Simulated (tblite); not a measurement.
C2H9P2 (charge +1).
SMILES with atom numbers: `[CH3:1][PH2+:2][CH2:3][PH2:4]` (hydrogens: H5, H6, H7 on C1; H8, H9 on P2; H10, H11 on C3; H12, H13 on P4)

Structure optimised with GFN2-xTB, isolated species.

(1) What internal coordinates does the optimisation give?

Answers

(1) 
| bond | length (bohr) | order |
| --- | --- | --- |
| C1–P2 | 3.403 | single |
| P2–C3 | 3.407 | single |
| C3–P4 | 3.625 | single |
| C1–H5, C1–H6, C1–H7 | 2.063 | single |
| P2–H8, P2–H9 | 2.599 | single |
| C3–H10, C3–H11 | 2.068 | single |
| P4–H12, P4–H13 | 2.634 | single |

Bonds in one row agree within 0.02 bohr and their mean is given. Orders are formal, as drawn. A selection of angles:
| angle | degrees |
| --- | --- |
| P2–C1–H5 | 110.0 |
| H5–C1–H6 | 109.1 |
| C1–P2–C3 | 114.9 |
| C1–P2–H8 | 109.2 |
| C3–P2–H8 | 109.2 |
| H8–P2–H9 | 104.7 |
| P2–C3–P4 | 106.3 |
| P2–C3–H10 | 108.1 |
| P2–C3–H11 | 110.6 |
| P4–C3–H10 | 109.5 |
| P4–C3–H11 | 113.6 |
| H10–C3–H11 | 108.5 |
| C3–P4–H12 | 93.9 |
| H12–P4–H13 | 93.1 |

Dihedral angles: C1–P2–C3–P4 -179° (antiperiplanar). The mirror-image conformer, all signs reversed, is as good.

The 4 heavy atoms lie in one plane (0.009 Å rms). P2 (phosphonium phosphorus) is distorted tetrahedral (angles from 104.7° to 114.9°). P4 (phosphine phosphorus) is pyramidal (angles 93.9°, 93.7° and 93.1°, sum 280.7°, 0.82 Å off the plane of its three neighbours). The 3 C–P bonds span 1.801 Å (C1–P2, drawn single) to 1.918 Å (C3–P4, drawn single), a spread of 0.117 Å.

Its GFN2-xTB frequencies are all real (lowest 63 cm⁻¹). Torsions: C1–P2–C3–P4 -179°, P2–C3–P4–H -88° and 179°.

All values are computed, not measured.
